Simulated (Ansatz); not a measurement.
Total energies of CF$_{3}$+ (`F[C+](F)F`).

```json
{"atom": "F1", "x (Å)": "-1.213", "y (Å)": "-0.189", "z (Å)": "0.072"}
{"atom": "C2", "x (Å)": "0.000", "y (Å)": "0.000", "z (Å)": "0.000"}
{"atom": "F3", "x (Å)": "0.620", "y (Å)": "0.399", "z (Å)": "0.984"}
{"atom": "F4", "x (Å)": "0.593", "y (Å)": "-0.211", "z (Å)": "-1.056"}
```

The species carries charge 1 and has multiplicity 1. Geometry: relaxed with PBE0-D4/def2-TZVP. Basis def2-TZVPP, Ansatz 0.2.0.

RPA on PBE orbitals: Hartree–Fock energy of these orbitals -335.90414 Eh, correlation -1.30135 Eh (frozen core).

```json
{"functional": "LDA (SPW92)", "energy without D4 (Eh)": "-335.15983", "D4 term (kJ/mol)": "–"}
{"functional": "PBE", "energy without D4 (Eh)": "-337.07059", "D4 term (kJ/mol)": "-2.9"}
{"functional": "revPBE", "energy without D4 (Eh)": "-337.28377", "D4 term (kJ/mol)": "-12.2"}
{"functional": "BLYP", "energy without D4 (Eh)": "-337.36259", "D4 term (kJ/mol)": "-7.0"}
{"functional": "r2SCAN", "energy without D4 (Eh)": "-337.24901", "D4 term (kJ/mol)": "-0.7"}
{"functional": "B97M-V", "energy without D4 (Eh)": "-337.28396", "D4 term (kJ/mol)": "–"}
{"functional": "PBE0", "energy without D4 (Eh)": "-337.06276", "D4 term (kJ/mol)": "-2.4"}
{"functional": "B3LYP", "energy without D4 (Eh)": "-337.38145", "D4 term (kJ/mol)": "-4.7"}
{"functional": "r2SCANh", "energy without D4 (Eh)": "-337.22839", "D4 term (kJ/mol)": "-0.7"}
{"functional": "r2SCAN0", "energy without D4 (Eh)": "-337.19873", "D4 term (kJ/mol)": "-0.8"}
{"functional": "HSE06 (plane-wave form)", "energy without D4 (Eh)": "-337.04976", "D4 term (kJ/mol)": "-2.2"}
{"functional": "BHLYP", "energy without D4 (Eh)": "-337.25231", "D4 term (kJ/mol)": "-3.0"}
{"functional": "CAM-B3LYP", "energy without D4 (Eh)": "-337.29949", "D4 term (kJ/mol)": "-2.3"}
{"functional": "LC-ωPBE", "energy without D4 (Eh)": "-337.19724", "D4 term (kJ/mol)": "–"}
{"functional": "ωB97X-V", "energy without D4 (Eh)": "-337.27570", "D4 term (kJ/mol)": "–"}
{"functional": "ωB97M-V", "energy without D4 (Eh)": "-337.31163", "D4 term (kJ/mol)": "–"}
{"functional": "B2PLYP", "energy without D4 (Eh)": "-337.20030", "D4 term (kJ/mol)": "–"}
{"functional": "PBE-QIDH", "energy without D4 (Eh)": "-337.01778", "D4 term (kJ/mol)": "–"}
```

B3LYP takes the VWN-RPA correlation (the form of Gaussian; ORCA's B3LYP/G). HSE06 is the plane-wave form, built on full-range PBE exchange. The double hybrids freeze the cores in their second-order part.

LC-ωPBE has ω = 0.4 bohr⁻¹.
